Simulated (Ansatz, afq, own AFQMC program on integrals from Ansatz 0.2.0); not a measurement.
# Atomization energy of BOF, singlet

```xyz
3

O     0.9829   -0.5647    0.4798
B     0.0205   -0.0123    0.0099
F    -1.0034    0.5770   -0.4898
```

Connectivity, by distances: O–B–F.

Atoms in their ground-state spins without spin–orbit coupling (mostly on UHF) minus the molecule (RHF), without zero-point energy. The geometry is a stationary point, not shown to be a minimum.

Basis def2-TZVP. Only valence electrons are correlated. Integrals, coupled cluster, full CI and functionals: Ansatz 0.2.0; the random walks run on the same integrals in our own AFQMC program. The CISD trial takes its coefficients from CCSD amplitudes. Released means that phaseless walkers are propagated on without the constraint, phases kept. Uncertainties: one standard error, sampling alone. The errors of all members are added in quadrature.

No full CI on the walks' own integrals is used here; CCSDT(Q) serves as the reference and is uncertain by about the last step of the cluster series. Each member takes its own surest rung, up to full CI.

The best estimate is CCSD(T) at the basis-set limit (CBS: def2-TZVPP and def2-QZVPP, with their diffuse functions for anions and beside diffuse sets, CCSD(T) itself extrapolated) plus the step from CCSD(T) to CCSDT(Q) in def2-TZVP. Rows without CBS are in def2-TZVP; B2PLYP and the wave-function rows carry a basis error of their own. Core correlation and relativity beyond core potentials are missing, and ± holds the sampling alone.

```json
{"level": "r2SCAN", "atomization energy (eV)": "15.629"}
{"level": "CCSD", "atomization energy (eV)": "14.631"}
{"level": "HF", "atomization energy (eV)": "11.046"}
```

**Question.** From these cheaper values, estimate the atomization energy at the level of the best estimate.

**Answer.** 15.461 eV (best estimate, highest rung CCSDT(Q)).

```tsv
level	atomization energy (eV)	error against the best estimate (eV)
MP2	16.045	0.585
CCSD(T)	14.990	-0.471
ph-AFQMC/CISD	15.001 ± 0.008	-0.460 ± 0.008
released AFQMC	14.995 ± 0.014	-0.466 ± 0.014
HF/CBS	11.100	-4.360
MP2/CBS	16.497	1.036
CCSD(T)/CBS	15.452	-0.009
PBE	16.143	0.682
PBE0	15.407	-0.054
B3LYP	15.426	-0.034
wB97M-V	15.554	0.093
B2PLYP	15.501	0.040
surest rungs in def2-TZVP	14.998	-0.462
```

Correlation beyond CCSD(T) adds 0.009 eV. Going to the basis-set limit adds 0.462 eV at CCSD(T). The perturbative (T) step is worth +0.358 eV. The functionals spread over 0.736 eV; B3LYP and B2PLYP come nearest and PBE is 0.682 eV too high.

Best estimates are given only where the step beyond CCSD(T) is under 0.3 eV and no member's determinant is very poor (T1 over 0.05, or 0.07 for open shells, ⟨S²⟩ too high by 0.3, two states mixed), so the hardest cases are missing from such tables.

The functionals ran in a triple-zeta set and keep a basis error of their own, a few kJ/mol for each bond in atomization energies and more for double hybrids, so close places among them and the extrapolated levels can swap.

Each member of a difference takes its own highest rung, so a best estimate needn't equal the limit plus the step of one row. A walk keeps the symmetry of its determinant, which the program's search chose and which needn't be the lowest solution, so a lower state of the same spin and another symmetry isn't excluded. Released energies are given only where the last usable release times agree within the noise; a slower fall can still hide under it.
